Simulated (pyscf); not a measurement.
PySCF, gas phase, ωB97X-D3(BJ)/def2-SVP geometries.

Task: Estimate by transition-state theory the rate constant of hydrogen fluoride (HF) + F–CH•–C(F)(F)–F -> F–CH(F)–C(F)(F)–F + H atom (H•) (doublet surface; F–H broken, C–F formed) at 1200 K, with ωB97M-D3(BJ)/def2-TZVP energies (ideal gas, 1 atm, RRHO with modes under 100 cm⁻¹ raised to 100, one conformer, R ln 2 for chiral ones without a mode under 150 cm⁻¹; no tunnelling).

Result: The electronic barrier is 52.6 kcal/mol and the thermal terms add +37.8, so ΔG‡ = 90.4 kcal/mol. With k_BT/h = 2.50e+13 s⁻¹ and RT = 2.385 kcal/mol, and a volume of 1.64e-19 cm³ per molecule at 1 atm, k = 1.4e-22 cm³ molecule⁻¹ s⁻¹. Wigner's tunnelling factor for 2032i cm⁻¹ would be 1.25. A shift of 1 kcal/mol in the barrier changes k by a factor 1.5. This is the saddle that the search found; another between the same sides may lie lower. The angle at the transferred F is 177°.
